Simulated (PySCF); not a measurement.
The PySCF input:
```python
from pyscf import gto, scf, dft

mol = gto.Mole()
mol.atom = '''
    Si    0.01894810   -0.00753804    1.34261774
    Si   -0.01894810    0.00753804   -1.34261774
    H     0.04238232    1.42341562    1.61366679
    H    -1.22761254   -0.70825227    1.61962187
    H     1.25322158   -0.74221207    1.58441968
    H    -0.01132274   -1.42350399   -1.61410563
    H    -1.26883003    0.71535561   -1.58435019
    H     1.21216140    0.73519710   -1.61925253
'''
mol.basis = 'sto-3g'
mol.charge = 1
mol.spin = 5
mol.verbose = 3
mol.build()

mf = dft.ROKS(mol)
mf.xc = 'camb3lyp'
mf.kernel()
mf.analyze()
```

Problem. What nuclear repulsion energy does PySCF with CAMB3LYP/STO-3G give?

Solution. 85.2480 Eh

Problem. What total energy does CAMB3LYP/STO-3G give?

Solution. -574.6940 Eh

Problem. What number of basis functions does CAMB3LYP/STO-3G give?

Solution. 24

These values belong to the state on which the SCF converged, which isn't shown to be the lowest.
